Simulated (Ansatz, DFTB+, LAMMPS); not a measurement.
How well does each level of theory give the elastic constant C33 of hcp Mg?

Reference value: 66.5 GPa (measured, 0 K, extrapolated to 0 K; zero-point effects included; as tabulated in Ibrahim et al. (2023), arXiv:2305.03577).

Put these levels in order of the elastic constant C33 that they give for hcp Mg, smallest first: GFN1-xTB (DFTB+), LDA (Ansatz, a first-principles code), Lennard-Jones jacobson2022 (LAMMPS).

GFN1-xTB (42.8 GPa), LDA (75.8 GPa), Lennard-Jones jacobson2022 (173 GPa)

Unless a cell is named, each level is at its own relaxed cell (Lennard-Jones jacobson2022 22.97, GFN1-xTB 42.47, LDA 21.61 Å³/atom).

Differences against the reference: Lennard-Jones jacobson2022 +160 %, GFN1-xTB -36 %, LDA +14.0 %.

The measured value isn't corrected to a static lattice, so vibrations enter the comparison.  GFN1-xTB: the relaxed volume lies over a fifth from the starting cell. GFN1-xTB: the method was fitted mainly to molecules. Each level is taken at its own relaxed cell. Ansatz's density-functional and Hartree–Fock values are scalar-relativistic unless marked +SOC, with PAW data made under PBE.

Empirical potentials (Lennard-Jones jacobson2022) are fitted to chosen data, which need not cover the solid at hand: agreement can be built in, and what lay outside the fit can be far off.

Differences are worked out from the printed values.
